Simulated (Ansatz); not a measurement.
C₂H₃FN₂ (`FC1N=CN1`). The species carries charge 0 and has multiplicity 1.

```xyz
8

F     1.1098   -1.2497   -0.8575
C    -0.0437   -0.5943   -0.6077
N    -0.6095   -0.8420    0.7240
C    -0.3579    0.3969    0.9549
N     0.1418    0.8332   -0.2750
H    -0.7385   -0.7672   -1.4327
H    -0.5748    0.9978    1.8348
H     1.0728    1.2254   -0.3408
```

Q: Give the diagnostics of a CCSD(T)/def2-TZVPP run (frozen core, the Gaussian-basis code of Ansatz). (Best estimate.)

A: Ansatz gave: T1 = 0.0135, largest single amplitude 0.031, largest double 0.052, (T) share of the correlation energy 4.2 %, 10 CCSD cycles. The RHF solution is stable towards an unrestricted one. T1 lies under the customary mark of 0.02 for closed shells.
